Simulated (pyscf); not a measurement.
PySCF, gas phase, ωB97X-D3(BJ)/def2-SVP geometries.

**Question.** Estimate by transition-state theory the rate constant of HO–PH–OH + gallane (GaH₃) → HO–GaH₂ + HO–PH₂ (singlet surface; O–P, Ga–H broken, Ga–O, H–P formed) at 900 K, with ωB97M-D3(BJ)/def2-TZVP energies (ideal gas, 1 atm, RRHO with modes under 100 cm⁻¹ raised to 100, one conformer, R ln 2 for chiral ones without a mode under 150 cm⁻¹; no tunnelling).

**Answer.** The electronic barrier is 17.2 kcal/mol and the thermal terms add +33.8, so ΔG‡ = 51.0 kcal/mol. With k_BT/h = 1.88e+13 s⁻¹ and RT = 1.788 kcal/mol, and a volume of 1.23e-19 cm³ per molecule at 1 atm, k = 9.5e-19 cm³ molecule⁻¹ s⁻¹. Wigner's tunnelling factor for 433i cm⁻¹ would be 1.02. A shift of 1 kcal/mol in the barrier changes k by a factor 1.7. On the reactant side the descent ends in an adduct with a Ga–O contact (not fully relaxed), 15.0 kcal/mol under the separated species and 29.3 kcal/mol under the saddle at ωB97X-D3(BJ)/def2-TZVP. On the product side the descent ends in a complex, 5.6 kcal/mol under the separated species and 27.9 kcal/mol under the saddle at ωB97X-D3(BJ)/def2-TZVP. What is counted as formed (Ga–O) is already present as a longer contact in the reactant adduct; forming that adduct is a step of its own. At ωB97X-D3(BJ)/def2-TZVP the barrier from the zero used here is 14.3 kcal/mol. The same reactants have a lower exit, to HO–PH–O–GaH₂ + H₂ (barrier +8.6 kcal/mol at ωB97M-D3(BJ)/def2-TZVP, against +17.2 kcal/mol here). This is the saddle that the search found; another between the same sides may lie lower. Elements up to Kr have no core potential and no relativistic terms here.
